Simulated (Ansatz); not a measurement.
C₂H₇N (`CCN`), relaxed with RKS PBE-D4/def2-SVP in Ansatz from a rough embedded geometry. The force threshold is 0.03 eV/Å; the program also tests the step.

The species carries charge 0 and has multiplicity 1.

Start:

```xyz
10

C    -0.856   -0.361    0.333
C     0.260    0.570    0.297
N     1.181    0.195   -0.730
H    -1.552   -0.127    1.109
H    -0.587   -1.416    0.558
H    -1.463   -0.404   -0.626
H     0.797    0.559    1.257
H    -0.060    1.557    0.105
H     0.741    0.179   -1.695
H     1.539   -0.754   -0.608
```

| step | energy (eV) | largest force (eV/Å) | largest move (Å) |
| --- | --- | --- | --- |
| 1 | -3670.1430 | 2.431 | 0.000 |
| 2 | -3670.4570 | 1.115 | 0.094 |
| 3 | -3670.4878 | 0.195 | 0.022 |
| 4 | -3670.4891 | 0.025 | 0.012 |

End:

```xyz
10

C    -0.931   -0.401    0.358
C     0.280    0.535    0.262
N     1.261    0.220   -0.773
H    -1.629   -0.096    1.167
H    -0.613   -1.445    0.566
H    -1.505   -0.410   -0.594
H     0.809    0.557    1.241
H    -0.070    1.578    0.096
H     0.793    0.203   -1.690
H     1.604   -0.741   -0.633
```

It took 2.8 s on 2 threads of a server CPU on a shared host, with 0.16 GiB of host memory at the peak.
